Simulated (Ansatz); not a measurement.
**Volume per atom of some hcp solids**

Method: r²SCAN+rVV10 (plane waves, PAW; Ansatz, a quantum-chemistry and plane-wave program). References are measured values corrected to a static lattice or taken at low temperature (these still hold zero-point motion). The table is a random draw of 10 from 13 solids with such references.

Values in Å³/atom.

| solid | reference | r²SCAN+rVV10 | error (%) |
|---|---|---|---|
| hcp Cd | 21.01† | 21.33 | +1.5 |
| hcp Co | 10.96† | 10.53 | -3.9 |
| hcp Tl | 27.99† | 29.11 | +4.0 |
| hcp Zn | 14.86† | 14.15 | -4.8 |
| hcp Mg | 22.65† | 22.48 | -0.8 |
| hcp Ti | 17.50† | 17.19 | -1.8 |
| hcp Re | 14.62† | 14.60 | -0.1 |
| hcp Zr | 23.18† | 23.28 | +0.4 |
| hcp Os | 13.85† | 13.92 | +0.5 |
| hcp Hf | 22.30† | 22.10 | -0.9 |

Over these 10 solids the mean error is -0.6 %, the mean absolute error 1.9 % (median 1.2 %), and the worst case hcp Zn at -4.8 % (its reference is marked and can be at fault); the value is too low in 6 of 10 cases. Over all 13 the mean error is -0.4 % and the mean absolute error 1.5 % (median 0.7 %).

All these references are brought to a static lattice.

Spin–orbit coupling is left out, also for the solids with elements from indium on (hcp Tl, hcp Re, hcp Os, hcp Hf); its size isn't shown.

† marks references with one source in our tables, § those from which another value on file, of any temperature, differs by over 15 %.

Differences are worked out from the printed values.

Ansatz's density-functional and Hartree–Fock values are scalar-relativistic unless marked +SOC, with PAW data made under PBE.

Ansatz's runs of these crystals have no spin polarisation, but for hcp Co. A magnetic state wasn't tried for hcp Ti with meta-GGA or hybrid levels, which favour moments.

Density-functional runs with spin start from parallel moments for hcp Co.

Not in this set, of the hcp solids with a reference value in our tables and a result at some level: 1 for a reference at room or unstated temperature (hcp Lu). These can be a level's worst cases. Values held back for tests aren't counted. Layered and molecular crystals are counted apart. The metals Ce to Yb are counted apart.

References as tabulated in Lejaeghere et al. (2013), arXiv:1204.2733.
